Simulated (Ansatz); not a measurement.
# AlHO (singlet): wave-function methods side by side at distance Al1–O2 = 4.607 Å, 6-31G

Aim: climb from Hartree-Fock through coupled cluster and multireference methods for AlHO (singlet) at one geometry and basis, and see what each rung misses.

Computed with Ansatz 0.2.0, Gaussian basis. Level: 6-31G, core rule «outside noble gas», up to 6 orbitals frozen.

Plan: UHF; CCSD(T) on RHF; CCSD(T) on UHF; BCCD(T) on RHF; CISD; CCSDT(Q) on RHF; CCSDT(Q) on UHF; CISDTQ; CCSDTQ on RHF; CASSCF and MRCISD+Q, 2 electrons in 2 orbitals; CASSCF and NEVPT2, 2 electrons in 2 orbitals; CASSCF and MRCISD+Q, 10 electrons in 9 orbitals; CASSCF and MRCISD+Q(relaxed), 10 electrons in 9 orbitals; CASSCF and NEVPT2, 10 electrons in 9 orbitals; Full CI.

41 further runs of the same task are left out: 24 for a known fault of the program, 12 that didn't finish, 5 set aside as unsound or not needed.

## Step 1: What is computed

The geometry derives from a PBE0/def2-TZVP stationary point (not a proven minimum). One bond is set to the value named and the two fragments are kept rigid.

3 atoms, charge 0, spin multiplicity 1.

Atoms are counted from 1 here; the program's logs count them from 0.

Bond lengths: O2–H3 0.950 Å.

## Step 2: UHF

The input, in.yaml:

```yaml
crystal:
  periodic: [false, false, false]
  atoms:
    - {symbol: Al, position_ang: [0.000000, 0.000000, 3.388012]}
    - {symbol: O, position_ang: [0.000000, 0.000000, -1.218988]}
    - {symbol: H, position_ang: [0.000000, 0.000000, -2.169024]}
basis:
  gaussian: {orbitals: 6-31G}
magnetization: {spin_polarized: true, initial_magnetization: 0}
hamiltonian: {xc: hf}
output: {orbitals: {seedname: orbitals}}
```

On the command line:

```sh
> ansatz run in.yaml --threads 1 --pin off --events-out ev --progress --plain --max-ram 2393MiB
```

After this run come: CCSD(T) on RHF; CCSD(T) on UHF; BCCD(T) on RHF; CISD; CCSDT(Q) on RHF; CCSDT(Q) on UHF; CISDTQ; CCSDTQ on RHF; CASSCF and MRCISD+Q, 2 electrons in 2 orbitals; CASSCF and NEVPT2, 2 electrons in 2 orbitals; CASSCF and MRCISD+Q, 10 electrons in 9 orbitals; CASSCF and MRCISD+Q(relaxed), 10 electrons in 9 orbitals; CASSCF and NEVPT2, 10 electrons in 9 orbitals; Full CI.

**Question.** What will the summary of the whole plan be? Wanted: FCI below the RHF energy; RMP2 from FCI; UMP2 from FCI; RCCSD from FCI; RCCSD(T) from FCI; UCCSD(T) from FCI; RCCSDT(Q) from FCI; UCCSDT(Q) from FCI; T1 diagnostic.

As calculated:

| quantity | value |
| --- | --- |
| FCI below the RHF energy | -6.8738 eV |
| RMP2 from FCI | +2062.4 meV |
| UMP2 from FCI | +628.2 meV |
| RCCSD from FCI | +530.4 meV |
| RCCSD(T) from FCI | -28248.2 meV |
| UCCSD(T) from FCI | +15.4 meV |
| RCCSDT(Q) from FCI | -224.6 meV |
| UCCSDT(Q) from FCI | +5.1 meV |
| levels within 1 kcal/mol (43 meV) | UCCSD, UCCSD(T), RCCSDT, UCCSDT, UCCSDT(Q), RCCSDTQ |
| T1 diagnostic | 0.385 |
| effectively unpaired electrons | 2.36 |

In words: RCCSD(T) lands -28248.2 meV from the yardstick (411.0 % of the correlation energy). CCSD(T) misses by -28248.2 meV on the restricted determinant and by +15.4 meV on the unrestricted one; the two need not hold the same state or core. RCCSD(T), BCCD(T), RCCSDT(Q) fall below full CI, which methods that aren't variational can do. The occupations show strong static correlation (2.4 unpaired electrons where one determinant has 0). These misses are within one basis, not against nature.
